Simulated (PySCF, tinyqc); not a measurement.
CIS on RHF in the sto-6g basis, frozen core, for HF, spin multiplicity 1, step by step. The lowest restricted solution is unstable here: a spin-polarised one lies 0.0128 hartree lower (PySCF). One step of it, computed by the program tinyqc.

Problem. CIS matrix, singlets. A(ia,jb) = (e_a - e_i) d_ij d_ab + 2 (ia|jb) - (ij|ab).

orbital energies (hartree): [-26.266880, -1.423587, -0.472798, -0.472798, -0.468566, 0.305766]

Two-electron integrals over orbitals (pq|rs), unique and non-zero (hartree); the lowest 1 orbital is frozen and left out:
```
(22|22) 0.881142    (32|32) 0.190910    (33|22) 0.900526    (33|33) 0.998085
(42|42) 0.190910    (43|43) 0.053789    (44|22) 0.900526    (44|33) 0.890506
(44|44) 0.998085    (52|22) -0.045441   (52|33) -0.060442   (52|44) -0.060442
(52|52) 0.129670    (53|32) -0.024379   (53|53) 0.033792    (54|42) -0.024379
(54|54) 0.033792    (55|22) 0.681610    (55|33) 0.666909    (55|44) 0.666909
(55|52) -0.010877   (55|55) 0.662941    (62|22) -0.076609   (62|33) -0.075953
(62|44) -0.075953   (62|52) -0.081251   (62|55) -0.021691   (62|62) 0.090693
(63|32) -0.025270   (63|53) -0.023314   (63|63) 0.028270    (64|42) -0.025270
(64|54) -0.023314   (64|64) 0.028270    (65|22) -0.250946   (65|33) -0.255393
(65|44) -0.255393   (65|52) 0.073484    (65|55) -0.090627   (65|62) 0.032149
(65|65) 0.241761    (66|22) 0.629740    (66|33) 0.614605    (66|44) 0.614605
(66|52) 0.041546    (66|55) 0.640744    (66|62) -0.050081   (66|65) -0.025482
(66|66) 0.665472
```

Give: CIS matrix A, singlet.

Solution.

CIS matrix A, singlet (hartree), order 2>6, 3>6, 4>6, 5>6:
```
[[1.281, 0.000, 0.000, 0.023],
 [0.000, 0.220, 0.000, 0.000],
 [0.000, 0.000, 0.220, 0.000],
 [0.023, 0.000, 0.000, 0.617]]
```
